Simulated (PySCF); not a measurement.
**BH (SMILES [BH]): TPSS/def2-TZVPPD**

What is the vertical singlet–triplet gap of BH at TPSS/def2-TZVPPD? 

Program for the calculation: PySCF 2.14.0.

3 further runs of the same task are left out: 1 that didn't finish, 2 set aside as unsound or not needed.

## 1. The structure to begin with

BH has 2 atoms, charge 0, and is taken as a singlet. SMILES: `[BH]`. The bond length is the measured one.

Bond lengths: B1–H2 1.232 Å.

## 2. The energy at TPSS/def2-TZVPPD

run.py reads:

```python
# borane(1)
from pyscf import gto, dft

mol = gto.Mole()
mol.atom = '''
B      0.000000     0.000000     0.000000
H      0.000000     0.000000     2.328898
'''
mol.basis = 'def2-tzvppd'
mol.unit = 'bohr'
mol.max_memory = 1860
mol.verbose = 3
mol.charge = 0
mol.build()

ks = dft.RKS(mol)
ks.xc = 'tpss'
ks.conv_tol = 1e-10
ks.grids.level = 5
ks.kernel()
if not ks.converged:
    ks = ks.newton().run(ks.mo_coeff, ks.mo_occ)

e_final = ks.e_tot
print('E(%s) = %.9f' % ('TPSS', e_final))
```

The run is started by

```bash
$ OMP_NUM_THREADS=1 python run.py
```

Standard output:

```text
converged SCF energy = -25.3021722887448
E(TPSS) = -25.302172289
```

Wall time 5.1 s (1 thread of Arm Neoverse N1, shared host); peak memory 0.29 GiB.

## 3. The triplet, same level

calc.py reads:

```python
from pyscf import gto, dft

system = gto.M(
    atom='''
B    0.000000   0.000000   0.000000
H    0.000000   0.000000   1.232400
''',
    charge=0,
    spin=2,
    verbose=3,
    basis='def2-tzvppd',
    max_memory=1860,
)

ks = dft.UKS(system)
ks.xc = 'tpss'
ks.grids.level = 5
ks.conv_tol = 1e-10
ks.kernel()
if not ks.converged:
    ks = ks.newton().run(ks.mo_coeff, ks.mo_occ)

e_final = ks.e_tot
print(f'total energy: {e_final:.8f} hartree')
```

The run is started by

```bash
$ OMP_NUM_THREADS=1 python calc.py
```

Standard output:

```text
WARN: HOMO -0.116902116489805 >= LUMO -0.219288233569317

WARN: HOMO -0.179886998888209 >= LUMO -0.184886141687116

WARN: HOMO -0.159642625441787 >= LUMO -0.159086954795276

WARN: HOMO -0.162443421628797 >= LUMO -0.163822021411782

WARN: HOMO -0.163007199596903 >= LUMO -0.164163367082686

WARN: HOMO -0.162870007328589 >= LUMO -0.164120829614602

WARN: HOMO -0.162880957903532 >= LUMO -0.164130765498417

WARN: HOMO -0.162880938476841 >= LUMO -0.164135170288839

WARN: HOMO -0.16288094516459 >= LUMO -0.164134530248385

WARN: HOMO -0.162880941238521 >= LUMO -0.164134679835387

converged SCF energy = -25.2649089815108  <S^2> = 2.0016581  2S+1 = 3.0011052
total energy: -25.26490898 hartree
```

Run time: 11 s. Hardware: 1 thread of Arm Neoverse N1, shared host; peak memory 0.3 GiB.

## 4. Summary of results

At TPSS/def2-TZVPPD:

| quantity | value |
| --- | --- |
| singlet: total energy | -25.30217 Eh |
| singlet: dipole moment | 1.59 D |
| singlet: HOMO energy | -5.69 eV |
| singlet: LUMO energy | -3.15 eV |
| singlet: HOMO–LUMO gap | 2.54 eV |
| triplet: total energy | -25.26491 Eh |
| triplet: dipole moment | 0.21 D |
| triplet: HOMO energy (highest over α and β) | -4.43 eV |
| triplet: ⟨S²⟩ | 2.002 |
| vertical energy of the triplet above the singlet | 1.014 eV |

What this shows: At this shape the triplet lies 1.01 eV (98 kJ/mol) above the singlet.
